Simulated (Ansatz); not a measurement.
# CH₆Si (singlet): from Hartree-Fock to the top rungs, cc-pVDZ

How much of the correlation energy of CH₆Si (singlet) does each wave-function method recover here?

The runs use Ansatz 0.2.0, Gaussian basis; cc-pVDZ, core rule «outside noble gas», up to 6 orbitals frozen.

To be run: UHF; CCSD(T) on RHF; BCCD(T) on RHF; CISD; CCSDT(Q) on RHF; CASSCF and NEVPT2, 8 electrons in 8 orbitals.

9 further runs of the same task are left out: 1 that didn't finish, 8 set aside as unsound or not needed.

## 1. The geometry

The geometry is a PBE0/def2-TZVP stationary point (not a proven minimum).

8 atoms, charge 0, spin multiplicity 1.

Atoms are counted from 1 here; the program's logs count them from 0.

Bond lengths: Si1–C2 1.871 Å, Si1–H3 1.488 Å, Si1–H4 1.488 Å, Si1–H5 1.488 Å, C2–H6 1.092 Å, C2–H7 1.092 Å, C2–H8 1.092 Å. Angles: C2–Si1–H3 110.7°, C2–Si1–H4 110.7°, C2–Si1–H5 110.7°, H3–Si1–H4 108.2°, H3–Si1–H5 108.2°, H4–Si1–H5 108.2°, Si1–C2–H6 110.8°, Si1–C2–H7 110.8°, Si1–C2–H8 110.8°, H6–C2–H7 108.1°, H6–C2–H8 108.1°, H7–C2–H8 108.1°.

## 2. UHF

Contents of in.yaml:

```yaml
crystal:
  periodic: [false, false, false]
  atoms:
    - {symbol: Si, position_ang: [-0.600578, -0.002766, 0.000384]}
    - {symbol: C, position_ang: [1.270622, 0.005851, -0.000813]}
    - {symbol: H, position_ang: [-1.133652, 1.386628, 0.006024]}
    - {symbol: H, position_ang: [-1.123250, -0.705689, 1.203433]}
    - {symbol: H, position_ang: [-1.124835, -0.696512, -1.207293]}
    - {symbol: H, position_ang: [1.663221, -1.013334, -0.004951]}
    - {symbol: H, position_ang: [1.656753, 0.514757, 0.885080]}
    - {symbol: H, position_ang: [1.655591, 0.521489, -0.883312]}
basis:
  gaussian: {orbitals: cc-pVDZ}
magnetization: {spin_polarized: true, initial_magnetization: 0}
hamiltonian: {xc: hf}
output: {orbitals: {seedname: orbitals}}
```

The run is started by

```console
$ ansatz run in.yaml --threads 1 --pin off --events-out ev --progress --plain --max-ram 2393MiB
```

The runs that follow: CCSD(T) on RHF; BCCD(T) on RHF; CISD; CCSDT(Q) on RHF; CASSCF and NEVPT2, 8 electrons in 8 orbitals.

Q: Predict the results of all the runs planned. Wanted: RCCSDT(Q) below the RHF energy; RMP2 from RCCSDT(Q); RCCSD from RCCSDT(Q); RCCSD(T) from RCCSDT(Q); NEVPT2 frontier from RCCSDT(Q); T1 diagnostic.

**Answer**, as computed:

| quantity | value |
| --- | --- |
| RCCSDT(Q) below the RHF energy | -8.4366 eV |
| RMP2 from RCCSDT(Q) | +134.2 kJ/mol |
| RCCSD from RCCSDT(Q) | +21.5 kJ/mol |
| RCCSD(T) from RCCSDT(Q) | +3.1 kJ/mol |
| NEVPT2 frontier from RCCSDT(Q) | +144.1 kJ/mol |
| levels within 1 kcal/mol (43 meV) | RCCSD(T), BCCD(T), RCCSDT |
| T1 diagnostic | 0.009 |

**Reading.** RCCSD(T) lands +3.1 kJ/mol from the yardstick (0.4 % of the correlation energy). These misses are within one basis, not against nature.
